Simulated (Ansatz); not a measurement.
C5H10O2 can be A, `CC1CCOCO1`, or B, `CC1OCCCO1`.

Isolated molecules relaxed with PBE0-D4/def2-TZVP in Ansatz; ΔE leaves out vibrations. CCSD(T)/CBS is the MP2 limit (def2-TZVPP, def2-QZVPP) plus CCSD(T) − MP2 in def2-TZVPP, frozen cores. DFT in def2-TZVPP. B3LYP here is the variant with VWN-RPA as its local correlation; programs differ in this.

Problem. Which isomer does CCSD(T)/CBS put lower? Give the gap. (Best estimate.)

Solution. The calculation gave: A, by 12.6 kJ/mol.

Problem. Give E(B) − E(A) in kJ/mol with MP2/def2-TZVPP, CCSD/def2-TZVPP, PBE-D4, B3LYP, r2SCAN-D4, ωB97M-V, PBE0-D4. (An estimate is asked.)

Solution. The calculation gave: MP2/def2-TZVPP 13.6, CCSD/def2-TZVPP 12.4, PBE-D4 12.5, B3LYP 13.0, r2SCAN-D4 12.6, ωB97M-V 11.6, PBE0-D4 12.0. None reverses the order clearly.

Largest T1 diagnostic: 0.011.
